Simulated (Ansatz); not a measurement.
Input file:

```yaml
crystal:
  periodic: [false, false, false]
  atoms:
    - {symbol: Si, position_ang: [0.000000, -0.060560, 1.276738]}
    - {symbol: Al, position_ang: [0.000000, 0.019806, -1.368563]}
    - {symbol: H, position_ang: [0.000000, 1.157247, 1.059674]}
basis:
  gaussian: {orbitals: 6-31G}
magnetization: {spin_polarized: true, initial_magnetization: 0}
correlation: {method: ccsd_t, electrons: outside_noble_gas}
```

```sh
$ ansatz run in.yaml --threads 1 --pin off --events-out ev --progress --plain --max-ram 2393MiB
```

Log:

```
310 factors; integrals over basis functions are off by at most 1.3e-4 eV
mean field evaluation 1: about -14452.6965 eV, gradient 9.2e0 eV
mean field evaluation 2: about -14452.6987 eV, gradient 9.2e0 eV
mean field evaluation 4: about -14454.1898 eV, gradient 9.2e-1 eV
mean field evaluation 8: about -14454.2138 eV, gradient 9.7e-3 eV
mean field evaluation 16: about -14454.3563 eV, gradient 9.0e-1 eV
mean field evaluation 32: about -14454.8856 eV, gradient 8.2e-3 eV
mean field evaluation 64: about -14454.2135 eV, gradient 5.1e-2 eV
mean field evaluation 96: about -14455.1865 eV, gradient 4.0e-5 eV
mean field evaluation 128: about -14455.7100 eV, gradient 8.1e-2 eV
mean field evaluation 160: about -14455.1887 eV, gradient 7.4e-4 eV
...
mean field evaluation 768: about -14452.2483 eV, gradient 5.5e0 eV
mean field evaluation 800: about -14450.8328 eV, gradient 1.1e-1 eV
mean field evaluation 832: about -14455.7125 eV, gradient 6.0e-2 eV
mean field evaluation 864: about -14454.1496 eV, gradient 4.1e-3 eV
mean field evaluation 896: about -14451.8549 eV, gradient 2.0e0 eV
mean field evaluation 928: about -14452.7389 eV, gradient 3.7e0 eV
mean field evaluation 960: about -14452.1347 eV, gradient 7.9e-2 eV
mean field evaluation 992: about -14449.3828 eV, gradient 3.4e-2 eV
mean field evaluation 1024: about -14455.7129 eV, gradient 2.5e-6 eV
mean field -14455.77923594 eV, -531.2400884416 hartree, gradient 3.5e-6 eV, S^2 1.098543; 28 other end points of the search recorded, 0 dependent functions left out
determinant -14455.77923594 eV, -531.2400884416 hartree, with singles and doubles -14458.03406911 eV, -531.3229520323 hartree
determinant -14455.71292215 eV, -531.2376514550 hartree, with singles and doubles -14458.06289664 eV, -531.3240114246 hartree
determinant -14454.88557454 eV, -531.2072469909 hartree, with singles and doubles -14457.23177022 eV, -531.2934680918 hartree
determinant -14454.71015906 eV, -531.2008005911 hartree, with singles and doubles -14457.39617127 eV, -531.2995097192 hartree
determinant -14454.36537808 eV, -531.1881301236 hartree, with singles and doubles -14456.38537548 eV, -531.2623636589 hartree
determinant -14454.17227357 eV, -531.1810336639 hartree, with singles and doubles -14456.20298232 eV, -531.2556608340 hartree
determinant -14454.14956027 eV, -531.1801989656 hartree, with singles and doubles -14456.22249114 eV, -531.2563777698 hartree
determinant -14454.14261612 eV, -531.1799437725 hartree, with singles and doubles -14456.31453820 eV, -531.2597604368 hartree
determinant -14453.16934095 eV, -531.1441765699 hartree, with singles and doubles -14455.79325047 eV, -531.2406034662 hartree
determinant -14453.05685451 eV, -531.1400427694 hartree, with singles and doubles -14455.62917181 eV, -531.2345736866 hartree
determinant -14452.32966609 eV, -531.1133190879 hartree, with singles and doubles -14454.61333110 eV, -531.1972422292 hartree
determinant -14455.77923594 eV, -531.2400884416 hartree, with singles and doubles -14458.06361153 eV, -531.3240376962 hartree
determinant -14455.71292215 eV, -531.2376514550 hartree, with singles and doubles -14458.08974670 eV, -531.3249981460 hartree
10 core orbitals not correlated: weight in the atoms' cores, before any rotation towards them, 1.000 or more for the frozen orbitals, at most 0.000 for the correlated occupied ones
reference -14455.71292215 eV, -531.2376514550 hartree; 4, 4 occupied and 14, 14 virtual orbitals, 310 factors
second order -1.55739164 eV of doubles, -0.00000000 eV of singles
cycle   1  -2.37682291 eV  change    1.6e-6 eV  update   3.2e-6
perturbative correction -0.10261460 eV, -0.0037710170 hartree
WARN: the results are in doubt because among natural orbitals full CI differs from the method by +0.475 eV
Total energy: -14458.19235967 eV, -531.3287691030 hartree
In doubt: among natural orbitals full CI differs from the method by +0.475 eV
```

The determinant lies 0.07 eV above the lowest one of its kind in the log. Its ⟨S²⟩ is 1.06 against 0.00 for a pure state. The T1 diagnostic is 0.037.

Ran on 1 thread of Arm Neoverse V1, shared host: 4.5 s wall, 0.07 GiB peak host memory.
